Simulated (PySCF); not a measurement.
## Reproducing measurements on cyclopentanone

**The experiment to reproduce.**

From NIST CCCBDB Release 22 (SRD 101), experimental dipoles, for the gas: dipole moment 3.25 D.

NIST CCCBDB Release 22 (SRD 101), experimental polarizabilities lists, for the gas: mean polarisability 9.25 Å³.

The results are set against them at the end.

Species: cyclopentanone, C5H8O.
SMILES with atom numbers: `[O:1]=[C:2]1[CH2:3][CH2:4][CH2:5][CH2:6]1` (hydrogens: H7, H8 on C3; H9, H10 on C4; H11, H12 on C5; H13, H14 on C6)

Cartesian coordinates in Å at the PBE0-D3(BJ)/def2-TZVP level; atoms count from 1:
```xyz
14
C5H8O angstrom
O      0.335    2.319    1.192
C      0.179    1.257    0.656
C     -1.155    0.577    0.397
C     -0.834   -0.571   -0.552
C      0.599   -0.968   -0.179
C      1.283    0.361    0.117
H     -1.515    0.205    1.363
H     -1.892    1.296    0.037
H     -1.536   -1.403   -0.476
H     -0.860   -0.217   -1.588
H      0.586   -1.589    0.722
H      1.095   -1.543   -0.962
H      1.651    0.831   -0.802
H      2.122    0.318    0.813
```

Runs made with PySCF (gas phase, on this PBE0-D3(BJ)/def2-TZVP geometry; no spin–orbit coupling):

```csv
level,job,basis functions
"PBE0-D3(BJ)/def2-TZVP, grid level 2",geometry optimisation from a GFN2-xTB start shaken at random,234
PBE0/pcSseg-2,"shieldings, ring-centre shieldings, charges and field gradients",328
CAM-B3LYP/aug-cc-pVTZ,"10 singlets by full TDDFT, 4 Tamm–Dancoff triplets, polarisability",460
PBE0/aug-cc-pVTZ,"10 singlets by full TDDFT, 4 Tamm–Dancoff triplets, polarisability, dynamic polarisability",460
wB97X-D/aug-cc-pVTZ,"10 singlets by full TDDFT, 4 Tamm–Dancoff triplets, polarisability, ΔSCF ions",460
B3LYP/pcJ-2,"spin–spin couplings from 13 perturbed nuclei, spin–dipole term left out",498
B97-2/pcJ-2,"spin–spin couplings from 13 perturbed nuclei, spin–dipole term left out",498
PBE0/pcJ-2,"spin–spin couplings from 13 perturbed nuclei, spin–dipole term left out",498
```

## Comparison

**Dipole moment.** Measured: 3.25 D (NIST CCCBDB Release 22 (SRD 101), experimental dipoles).

```csv
level,computed (D),computed − measured (D),% (from the printed values)
PBE0-D3(BJ)/def2-TZVP,3.14,-0.11,-3
PBE0/pcSseg-2,3.21,-0.04,-1
CAM-B3LYP/aug-cc-pVTZ,3.31,+0.06,+2
PBE0/aug-cc-pVTZ,3.22,-0.03,-1
wB97X-D/aug-cc-pVTZ,3.25,0.00,0
B3LYP/pcJ-2,3.22,-0.03,-1
B97-2/pcJ-2,3.19,-0.06,-2
PBE0/pcJ-2,3.21,-0.04,-1
```

Closest is wB97X-D/aug-cc-pVTZ (0.00 D), furthest PBE0-D3(BJ)/def2-TZVP (-0.11 D); one molecule doesn't rank methods. The computed dipoles belong to one fixed geometry; measured ones are averaged over vibrations unless marked μe. Magnitudes are compared, not signs.

**Mean polarisability.** Measured: 9.25 Å³ (NIST CCCBDB Release 22 (SRD 101), experimental polarizabilities).

```tsv
level	computed (Å³)	computed − measured (Å³)	% (from the printed values)
CAM-B3LYP/aug-cc-pVTZ	8.88	-0.37	-4
PBE0/aug-cc-pVTZ	8.95	-0.30	-3
wB97X-D/aug-cc-pVTZ	8.88	-0.37	-4
```

All 3 levels lie below the measurement. The computed values are static and purely electronic, with core orbitals frozen in the response (1 au = 0.148185 Å³). The table of measured values doesn't say here whether a value is static or optical, or holds a vibrational part.

The geometry is computed, not the measured one. Where a level misses, the cause wasn't examined.
